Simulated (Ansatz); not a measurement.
# CHNSi (triplet): wave-function methods side by side at a displaced geometry (v2), cc-pVDZ

An exercise on one series of results from a longer session: the logs are not shown, and one member is left open.

The runs use Ansatz 0.2.0, Gaussian basis; cc-pVDZ, core rule «outside noble gas», up to 7 orbitals frozen.

To be run: UHF; CCSD(T) on ROHF; CCSD(T) on UHF; BCCD(T) on ROHF; CISD; CCSDT(Q) on ROHF; CCSDT(Q) on UHF.

29 further runs of the same task are left out: 12 that didn't finish, 17 set aside as unsound or not needed.

### The geometry

The geometry is a PBE0/def2-TZVP stationary point (not a proven minimum) with its atoms shifted at random (size 0.100 Å).

4 atoms, charge 0, spin multiplicity 3.

Atoms are counted from 1 here; the program's logs count them from 0.

Bond lengths: C1–N2 1.211 Å, C1–H4 1.057 Å, N2–Si3 1.687 Å. Angles: N2–C1–H4 144.6°, C1–N2–Si3 168.1°.

Set-up of the first run:

in.yaml

```yaml
crystal:
  periodic: [false, false, false]
  atoms:
    - {symbol: C, position_ang: [0.064571, -0.179992, 0.788279]}
    - {symbol: N, position_ang: [-0.100312, -0.071634, -0.406423]}
    - {symbol: Si, position_ang: [-0.023685, -0.087335, -2.091393]}
    - {symbol: H, position_ang: [0.059426, 0.338961, 1.709537]}
basis:
  gaussian: {orbitals: cc-pVDZ}
magnetization: {spin_polarized: true, initial_magnetization: 2}
hamiltonian: {xc: hf}
output: {orbitals: {seedname: orbitals}}
```

Launch:

```sh
$ ansatz run in.yaml --threads 1 --pin off --events-out ev --progress --plain --max-ram 2393MiB
```

Among the steps run: UHF; CCSD(T) on ROHF; CCSD(T) on UHF; BCCD(T) on ROHF; CISD; CCSDT(Q) on ROHF; CCSDT(Q) on UHF.

One of the session's tables, all rows but one given; the rest of the session is left out.

It belongs to the step «Misses and costs». 

| method | from UCCSDT(Q) (meV) |
| --- | --- |
| ROHF | +10934.5 |
| UHF | +10328.5 |
| RMP2 | +1434.8 |
| UMP2 | +1651.7 |
| CISD | +1846.8 |
| RCCSD | +575.0 |
| UCCSD | +540.4 |
| RCCSD(T) | ? |
| UCCSD(T) | +105.3 |
| BCCD(T) | +87.9 |
| RCCSDT | +58.2 |
| UCCSDT | +52.9 |
| RCCSDT(Q) | +0.4 |
| UCCSDT(Q) | 0 |

Estimate the missing values for RCCSD(T).

The run gave: from UCCSDT(Q) (meV): +98.5. In the column «from UCCSDT(Q) (meV)» it lies between BCCD(T) (+87.9) and UCCSD(T) (+105.3).

Caveats from the session: Restricted and unrestricted rows rest on different reference determinants; where their highest levels disagree by more than a few hundredths of an eV, they describe different states and don't form one ladder.
